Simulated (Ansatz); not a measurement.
A run of Ansatz (development build ahead of 0.2.0) on singlet C4H10 at this shape:

```xyz
14

C    -0.0482   -0.0073   -0.0109
C    -0.0075    0.8079    1.2554
C    -0.0392    0.0065    2.5065
C    -0.0197    0.8678    3.7610
H     0.0443    0.6281   -0.8873
H     0.9053   -0.6670   -0.0434
H    -0.8796   -0.6595    0.0242
H    -0.9237    1.5120    1.2907
H     0.8323    1.5013    1.2729
H     0.9183   -0.6407    2.5026
H    -0.8820   -0.6694    2.5778
H     0.0329    0.2245    4.6480
H     0.8929    1.5344    3.8128
H    -0.8451    1.4707    3.8369
```

Its results:

| Quantity | Value |
| --- | --- |
| Converged | yes |
| Reference energy | -157.29301 hartree |
| Correlation energy | -0.58961 hartree |
| Total energy | -157.88262 hartree |
| Spin squared of the determinant | 0.000 |

Problem. Which input gives this output? Name the method, the orbitals and the basis set, and write the input.

Solution. RHF-MP2 in cc-pVDZ. An unrestricted run that stays on the closed shell gives the same numbers.

```yaml
crystal:
  periodic: [false, false, false]
  atoms:
    - { symbol: C, position_ang: [-0.04824, -0.0073, -0.01094] }
    - { symbol: C, position_ang: [-0.0075, 0.80787, 1.25541] }
    - { symbol: C, position_ang: [-0.03921, 0.00645, 2.50651] }
    - { symbol: C, position_ang: [-0.01974, 0.86779, 3.761] }
    - { symbol: H, position_ang: [0.04434, 0.62808, -0.88729] }
    - { symbol: H, position_ang: [0.9053, -0.66702, -0.0434] }
    - { symbol: H, position_ang: [-0.87962, -0.65949, 0.02422] }
    - { symbol: H, position_ang: [-0.92375, 1.51197, 1.29069] }
    - { symbol: H, position_ang: [0.83228, 1.50126, 1.27294] }
    - { symbol: H, position_ang: [0.91829, -0.64066, 2.50264] }
    - { symbol: H, position_ang: [-0.88198, -0.66942, 2.57777] }
    - { symbol: H, position_ang: [0.03286, 0.22445, 4.64797] }
    - { symbol: H, position_ang: [0.89288, 1.53437, 3.81282] }
    - { symbol: H, position_ang: [-0.8451, 1.47071, 3.83691] }
basis:
  gaussian: { orbitals: cc-pVDZ }
hamiltonian:
  xc: hf
correlation:
  method: mp2
  frozen_orbitals: { C: 1, H: 0 }
```
